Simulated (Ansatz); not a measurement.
Geometry optimisation, UKS BLYP/def2-TZVP (Ansatz).

Input file:

```yaml
crystal:
  periodic: [false, false, false]
  atoms:
    - { symbol: H, position_ang: [0.198327, 0.240352, 0.120679] }
    - { symbol: F, position_ang: [0.722891, 0.907212, 0.472409] }
    - { symbol: H, position_ang: [-0.921218, -1.147563, -0.593089] }
magnetization:
  spin_polarized: true
  initial_magnetization: 1
basis:
  gaussian: { orbitals: def2-TZVP }
hamiltonian:
  xc: blyp
relax:
  f_tol: 0.03
  max_steps: 50
output:
  orbitals: {}
```

Launched with:

```bash
$ ansatz run input.yaml --threads 1 --pin off --max-ram 2048MiB --backend cpu --events-out ev --progress --plain --runs-dir out
```

Task: Where does it end, and by what steps?

Result: The run converged. After 2 steps the energy has fallen by 0.012 eV; F2 moved furthest, 0.02 Å.

```csv
step,energy less start (eV),largest force component (eV/Å),accepted
0,0.0000,0.868,yes
1,-0.0116,0.211,yes
2,-0.0124,0.012,yes
```

```xyz
3
Properties=species:S:1:pos:R:3
H 0.195 0.237 0.120
F 0.733 0.919 0.478
H -0.927 -1.156 -0.598
```

Run time: 1.8 s on 1 thread of Arm Neoverse V1, on a shared host, peak memory 0.18 GiB.
